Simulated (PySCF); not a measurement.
A structure optimised at PBE0-D3(BJ)/def2-TZVPD, used in a PySCF frequency run:

```
N
O 1 1.1398
```
Charge 0, spin multiplicity 2.

Task: Write its SMILES, formula and point group.

Result: [N]=O, NO, C∞v

Task: What are its rotational constants (standard atomic weights)?

Result: 52.085 GHz (linear rotor, B only)
